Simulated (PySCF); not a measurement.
# HNS (HNS): the cost of one run

Computed with PySCF 2.14.0, with density-fitted response routines of our own, on a single molecule in the gas phase. Atoms are numbered from 0 throughout.

## Step 1: Starting geometry

3 atoms, charge 0, multiplicity 1; geometry from: GFN2-xTB.

Bonds of the start (Å): N0–S1 1.54, N0–H2 1.02.

## Step 2: Geometry optimisation at PBE0-D3(BJ)/def2-SVP

The job: settings as JSON, then the geometry in Å.

```
{"job": {"xc": "PBE0", "basis": "def2-SVP", "d3": "d3bj", "grid": 1, "kind": "geom"}, "charge": 0, "multiplicity": 1}
N     -0.242272     0.408666    -0.003024
S      1.214514    -0.090163    -0.011148
H     -0.960761    -0.321041     0.001619
```

Command:

```sh
> OMP_NUM_THREADS=1 python probes_run.py task.json out
```

This one command runs all jobs of the session in turn.

Q: Estimate the wall time and peak memory of this first job on 1 thread of Intel Xeon Platinum 8259CL at 2.50GHz, shared host.

About 2.1 s, with a peak of 0.25 GiB.
